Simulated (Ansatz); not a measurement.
Born–Oppenheimer molecular dynamics of CH₆OSi (9 atoms, charge 0, multiplicity 1). It goes on from the last frame of an earlier run, with new velocities.

Level of theory: RKS BLYP/6-31G* in Ansatz.

```
ensemble                      : NVE (velocity Verlet)
time step                     : 0.5 fs
steps asked                   : 166
starting velocities drawn for : 1000 K
masses                        : H 2.014 u
seed                          : 526314
```

Frames 1 fs apart, positions in Å.

Velocities at 0.0 fs (Å/ps):

```
Si 2.16 -3.00 0.45
H 20.37 -1.78 8.28
H -6.94 15.85 4.12
H -2.20 -2.90 -4.40
O -9.81 7.54 0.83
C 2.59 1.89 0.98
H 16.62 2.89 -30.87
H 3.36 -1.55 -38.81
H 1.14 -41.84 42.91
```

```xyz
9
Properties=species:S:1:pos:R:3 time_fs=0.0 energy_less_start_eV=0.000 T=1000
Si 0.088 0.050 -0.007
H 0.090 0.796 1.173
H 1.574 -0.378 -0.108
H -0.115 0.937 -1.409
O -0.543 -1.548 -0.163
C -1.513 -2.525 0.252
H -1.131 -3.261 1.024
H -2.470 -2.131 0.607
H -1.497 -3.128 -0.710
9
Properties=species:S:1:pos:R:3 time_fs=1.0 energy_less_start_eV=-0.085 T=1093
Si 0.091 0.047 -0.007
H 0.109 0.797 1.185
H 1.566 -0.361 -0.104
H -0.118 0.932 -1.409
O -0.553 -1.540 -0.162
C -1.510 -2.523 0.253
H -1.114 -3.256 0.994
H -2.468 -2.132 0.567
H -1.499 -3.169 -0.665
9
Properties=species:S:1:pos:R:3 time_fs=2.0 energy_less_start_eV=-0.159 T=1175
Si 0.093 0.043 -0.008
H 0.123 0.803 1.206
H 1.556 -0.342 -0.100
H -0.122 0.923 -1.400
O -0.562 -1.531 -0.160
C -1.506 -2.523 0.252
H -1.097 -3.248 0.965
H -2.468 -2.132 0.528
H -1.507 -3.209 -0.619
9
Properties=species:S:1:pos:R:3 time_fs=3.0 energy_less_start_eV=-0.204 T=1225
Si 0.097 0.038 -0.011
H 0.134 0.813 1.232
H 1.545 -0.321 -0.097
H -0.127 0.909 -1.383
O -0.572 -1.521 -0.158
C -1.500 -2.523 0.250
H -1.079 -3.237 0.941
H -2.473 -2.132 0.489
H -1.519 -3.248 -0.573
9
Properties=species:S:1:pos:R:3 time_fs=4.0 energy_less_start_eV=-0.216 T=1238
Si 0.100 0.033 -0.014
H 0.141 0.824 1.261
H 1.536 -0.300 -0.094
H -0.132 0.892 -1.357
O -0.581 -1.511 -0.156
C -1.494 -2.523 0.247
H -1.059 -3.224 0.926
H -2.482 -2.131 0.452
H -1.535 -3.285 -0.532
9
Properties=species:S:1:pos:R:3 time_fs=5.0 energy_less_start_eV=-0.203 T=1224
Si 0.104 0.027 -0.018
H 0.144 0.836 1.290
H 1.528 -0.279 -0.091
H -0.139 0.872 -1.325
O -0.591 -1.500 -0.154
C -1.486 -2.523 0.243
H -1.038 -3.211 0.922
H -2.492 -2.131 0.418
H -1.554 -3.321 -0.497
9
Properties=species:S:1:pos:R:3 time_fs=6.0 energy_less_start_eV=-0.175 T=1193
Si 0.107 0.021 -0.022
H 0.143 0.847 1.318
H 1.524 -0.258 -0.090
H -0.148 0.850 -1.287
O -0.600 -1.489 -0.152
C -1.479 -2.523 0.238
H -1.015 -3.197 0.928
H -2.504 -2.131 0.387
H -1.575 -3.355 -0.470
9
Properties=species:S:1:pos:R:3 time_fs=7.0 energy_less_start_eV=-0.132 T=1145
Si 0.111 0.016 -0.026
H 0.138 0.855 1.341
H 1.526 -0.238 -0.090
H -0.158 0.827 -1.246
O -0.608 -1.477 -0.150
C -1.472 -2.523 0.233
H -0.992 -3.182 0.946
H -2.514 -2.133 0.359
H -1.597 -3.386 -0.452
9
Properties=species:S:1:pos:R:3 time_fs=8.0 energy_less_start_eV=-0.071 T=1077
Si 0.115 0.010 -0.029
H 0.129 0.860 1.360
H 1.533 -0.219 -0.090
H -0.170 0.805 -1.205
O -0.617 -1.465 -0.149
C -1.466 -2.523 0.227
H -0.969 -3.164 0.973
H -2.522 -2.138 0.336
H -1.617 -3.413 -0.441
9
Properties=species:S:1:pos:R:3 time_fs=9.0 energy_less_start_eV=0.004 T=996
Si 0.119 0.004 -0.032
H 0.117 0.861 1.372
H 1.546 -0.203 -0.091
H -0.186 0.787 -1.166
O -0.626 -1.454 -0.148
C -1.460 -2.523 0.221
H -0.948 -3.142 1.007
H -2.526 -2.144 0.317
H -1.636 -3.434 -0.437
9
Properties=species:S:1:pos:R:3 time_fs=10.0 energy_less_start_eV=0.068 T=925
Si 0.122 -0.002 -0.034
H 0.102 0.858 1.378
H 1.564 -0.187 -0.094
H -0.204 0.773 -1.133
O -0.635 -1.443 -0.147
C -1.455 -2.525 0.215
H -0.932 -3.114 1.045
H -2.526 -2.152 0.302
H -1.651 -3.450 -0.439
9
Properties=species:S:1:pos:R:3 time_fs=11.0 energy_less_start_eV=0.088 T=904
Si 0.127 -0.008 -0.035
H 0.084 0.850 1.377
H 1.586 -0.174 -0.097
H -0.228 0.767 -1.109
O -0.644 -1.433 -0.147
C -1.450 -2.527 0.210
H -0.921 -3.082 1.083
H -2.521 -2.162 0.293
H -1.661 -3.458 -0.446
```

Of the whole run (83 fs, mean temperature of the second half 1279 K): The conserved energy stayed within 0.21 meV per atom of its start (net change -0.05 meV per atom), so the integration is sound. A run of 0.083 ps of so small a system gives no equilibrium averages.

The run took 3.9 min on 1 thread of Arm Neoverse V2 (shared host), peak memory 0.11 GiB.
